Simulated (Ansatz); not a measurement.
# SiClF (triplet): wave-function methods side by side, def2-QZVPP

An exercise on one series of results from a longer session: the logs are not shown, and one member is left open.

Program: Ansatz 0.2.0, Gaussian basis. Level of theory: def2-QZVPP, core rule «outside noble gas», up to 11 orbitals frozen. These are calculated values, not measurements.

The runs, in order: UHF; ROHF; CCSD(T) on UHF.

4 further runs of the same task are left out: 4 set aside as unsound or not needed.

## What is computed

The geometry is a PBE0/def2-TZVP stationary point (not a proven minimum).

3 atoms, charge 0, spin multiplicity 3.

Atoms are counted from 1 here; the program's logs count them from 0.

Bond lengths: Cl1–Si2 2.041 Å, Si2–F3 1.602 Å. Angles: Cl1–Si2–F3 116.3°.

The first run:

in.yaml reads:

```yaml
crystal:
  periodic: [false, false, false]
  atoms:
    - {symbol: Cl, position_ang: [0.000000, -0.165216, 1.357873]}
    - {symbol: Si, position_ang: [0.000000, 0.563381, -0.548185]}
    - {symbol: F, position_ang: [0.000000, -0.524541, -1.723546]}
basis:
  gaussian: {orbitals: "def2-QZVPP.json"}
magnetization: {spin_polarized: true, initial_magnetization: 2}
hamiltonian: {xc: hf}
output: {orbitals: {seedname: orbitals}}
```

On the command line:

```sh
$ ansatz run in.yaml --threads 1 --pin off --events-out ev --progress --plain --max-ram 2393MiB
```

Steps of the session up to this table: UHF; ROHF; CCSD(T) on UHF.

One of the session's tables, all rows but one given; the rest of the session is left out.

It belongs to the step «Misses and costs». 

| method | from UCCSD(T) (kJ/mol) |
| --- | --- |
| ROHF | +1577.7 |
| UHF | +1572.7 |
| UMP2 | ? |
| UCCSD | +61.8 |
| UCCSD(T) | 0 |

**Question.** Estimate the row for UMP2.

As computed: from UCCSD(T) (kJ/mol): +108.7. In the column «from UCCSD(T) (kJ/mol)» it lies between UCCSD (+61.8) and UHF (+1572.7).
